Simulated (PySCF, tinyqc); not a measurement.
Starting guesses with plain Roothaan steps: SCF starting guesses in the sto-3g basis, for H2O, spin multiplicity 1. Computed by the program tinyqc with PySCF. 

Geometry (angstrom):
```
atom       x        y       z
O     0.0000   0.0000  0.0000
H     0.0000   1.1410  0.6960
H     0.0000  -1.1410  0.6960
```

lowest restricted solution found by these runs and by PySCF = -74.799676 hartree

RHF with one setting changed at a time; a run stops when the energy changes by less than 1e-09 hartree and the error matrix is below 1e-5. Starts: the lowest orbitals of the core Hamiltonian, of the Wolfsberg-Helmholz matrix (K = 1.75), projected atomic densities, random orbitals, and the highest orbitals of the core Hamiltonian (a deliberately bad start).

Largest element of the error matrix X^T (FDS - SDF) X:
```
iteration     core  Wolfsberg-Helmholz  atomic densities   random  highest core orbitals
1          4.0e-01             5.2e-01           6.1e-01  1.3e+01                3.0e-01
2          4.7e-01             1.9e-01           2.3e-01  5.3e-01                4.7e-01
3          2.8e-01             8.9e-02           8.4e-02  2.7e-01                4.3e-01
4          1.1e-01             3.1e-02           3.5e-02  1.6e-01                2.5e-01
5          5.7e-02             1.4e-02           1.3e-02  5.8e-02                9.6e-02
6          2.1e-02             4.7e-03           5.3e-03  3.2e-02                4.9e-02
8          4.4e-03             7.2e-04           8.2e-04  6.7e-03                9.6e-03
10         1.0e-03             1.3e-04           1.3e-04  2.1e-03                2.1e-03
14         8.2e-05             5.5e-06                 -  4.4e-04                1.5e-04
20               -                   -                 -  4.2e-05                      -
```

How each run ends:
```
run                    iterations  E (hartree)         state
core                           19    -74.79968  lowest found
Wolfsberg-Helmholz             14    -74.79968  lowest found
atomic densities               13    -74.79968  lowest found
random                         24    -74.79968  lowest found
highest core orbitals          19    -74.79968  lowest found
```

5 of 5 runs reach the lowest restricted solution found, in 13 to 24 iterations (fastest: atomic densities). The first errors are 4e-01, 5e-01, 6e-01, 1e+01, 3e-01; the deliberately bad start has the smallest one, so a small first error does not mark a good start. The restricted reference is unstable here: a spin-polarised solution lies 0.0146 hartree lower (PySCF), so results built on it describe a poor reference.
